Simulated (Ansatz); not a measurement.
**Scan of [BH₂···H···NH], triplet**

Starting geometry:

```xyz
6

B    -1.3147    0.0351    0.0000
H    -1.9114    1.0687    0.0000
H    -1.9114   -0.9985    0.0000
H    -0.1212    0.0351    0.0000
N     1.1933    0.0351    0.0000
H     1.4624   -0.9691    0.0000
```

From there H4 is moved from one fragment to the other while all else, the fragments' distance too, stays fixed; atoms are numbered as listed. Energies are in kJ/mol, counted from the starting geometry at the same level. Kohn–Sham curves are unrestricted where that lies lower.

Basis cc-pVDZ; Ansatz 0.2.0. Only valence electrons are correlated (noble-gas cores frozen). Prefix R: restricted or restricted open-shell reference; prefix U: unrestricted.

In so small a basis the reference is far from its limit while semilocal and hybrid functionals are nearer theirs (RPA and double hybrids share much of the reference's basis error), so the functionals' errors here hold much of the reference's basis and frozen-core error, which can add to them or hide them.

Full CI isn't at hand for all of this; UCCSDT(Q) serves as the reference, and is uncertain by about the last step of the cluster series.

```tsv
distance B1-H4 (Å)	UCCSDT(Q)	SPW92	PBE	r2SCAN	PBE0	B3LYP	wB97X-V	wB97M-V	B2PLYP	RPA-PBE
1.110	6.7	19.6	16.2	13.4	12.1	10.6	9.9	8.5	8.5	9.9
1.194	0.0	0.0	0.0	0.0	0.0	0.0	0.0	0.0	0.0	0.0
1.233	0.6	-4.6	-3.4	-2.3	-1.7	-1.0	-0.7	-0.3	-0.3	-0.8
1.272	2.3	-7.1	-5.0	-3.1	-2.0	-0.7	-0.2	0.5	0.5	-0.4
1.311	4.3	-8.0	-5.3	-3.0	-1.6	0.3	1.0	1.8	1.8	0.6
1.350	6.4	-7.4	-4.5	-2.2	-0.5	2.0	2.7	3.4	3.3	2.1
1.390	8.7	-5.2	-2.3	-0.5	1.4	4.3	4.9	5.6	5.3	4.3
1.429	11.8	-0.8	1.6	2.5	4.4	7.8	8.1	8.7	8.2	7.6
1.468	16.6	6.5	8.2	7.7	9.6	13.3	13.3	13.7	12.9	13.1
```

(1) Judged by the spread of the error over the points with a reference (largest less smallest), which of these follows UCCSDT(Q) best and which worst?

## Answers

(1) Subtracting the UCCSDT(Q) column from each: best wB97M-V (errors from -3.1 to 1.8, spread 4.9 kJ/mol), worst SPW92 (from -13.9 to 12.9, spread 26.7 kJ/mol). Functionals and wave-function methods converge differently with the basis, so part of this is basis effect.
